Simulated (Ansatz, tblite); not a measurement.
# GaF3: removing and adding an electron

The task here is to estimate one member of a computed series from the others.

The runs use Ansatz 0.2.0, Gaussian basis; as each input shows.

The runs, in order: charge +1 doublet, at the geometry of the singlet (PBE0-D4/def2-TZVP, PBE-D4/def2-TZVP, r2SCAN-D4/def2-TZVP, CCSD(T)/def2-TZVPP); charge -1 doublet, at the geometry of the singlet (PBE0-D4/def2-TZVPD, PBE-D4/def2-TZVPD, r2SCAN-D4/def2-TZVPD); the starting singlet's energies come from earlier runs.

## The geometry

The singlet was relaxed beforehand with PBE-D4/def2-TZVP.

4 atoms, charge 0, spin multiplicity 1.

Atoms are counted from 1 here; the program's logs count them from 0.

Bond lengths: Ga1–F2 1.746 Å, Ga1–F3 1.746 Å, Ga1–F4 1.746 Å. Angles: F2–Ga1–F3 119.9°, F2–Ga1–F4 120.0°, F3–Ga1–F4 120.0°.

Geometry (Å):

```
atom     x (Å)     y (Å)     z (Å)
 Ga1  -0.00027  -0.00039  -0.00002
  F2   1.74557  -0.02716   0.01322
  F3  -0.84811   1.52594  -0.01737
  F4  -0.89719  -1.49838   0.00417
```

Set-up of the first run:

Contents of in.yaml:

```yaml
crystal:
  periodic: [false, false, false]
  atoms:
    - {symbol: Ga, position_ang: [-0.000268, -0.000393, -0.000016]}
    - {symbol: F, position_ang: [1.745571, -0.027163, 0.013219]}
    - {symbol: F, position_ang: [-0.848109, 1.525940, -0.017371]}
    - {symbol: F, position_ang: [-0.897193, -1.498384, 0.004168]}
basis:
  gaussian: {orbitals: def2-SVP}
total_charge: 1
magnetization: {spin_polarized: true, initial_magnetization: 1}
hamiltonian: {xc: pbe0, dispersion: d4}
output: {orbitals: {seedname: orbitals}}
```

On the command line:

```bash
$ ansatz run in.yaml --threads 4 --pin off --events-out ev --progress --plain --max-ram 3916MiB
```

Steps of the session up to this table: Charge +1 doublet at the fixed geometry, first pass, PBE0-D4/def2-SVP; Charge +1 doublet at the fixed geometry, PBE0-D4/def2-TZVP; Charge +1 doublet at the fixed geometry, PBE-D4/def2-TZVP; Charge +1 doublet at the fixed geometry, r2SCAN-D4/def2-TZVP; Charge +1 doublet at the fixed geometry, CCSD(T)/def2-TZVPP.

One table of the session follows, with a row left open; its other results are not shown here.

It belongs to the step «Vertical ionisation energy». 

```
             method  vertical ionisation energy (eV)
      HF/def2-TZVPP                            13.55
   PBE-D4/def2-TZVP                                ?
r2SCAN-D4/def2-TZVP                            13.76
  PBE0-D4/def2-TZVP                            14.31
     MP2/def2-TZVPP                            15.46
    CCSD/def2-TZVPP                            15.04
 CCSD(T)/def2-TZVPP                            15.06
```

Estimate the missing values for PBE-D4/def2-TZVP.

As computed: vertical ionisation energy (eV): 13.43. In the column «vertical ionisation energy (eV)» it is the lowest.

Caveats from the session: The anion's highest level is positive in at least one run, so there the basis alone may hold the extra electron.
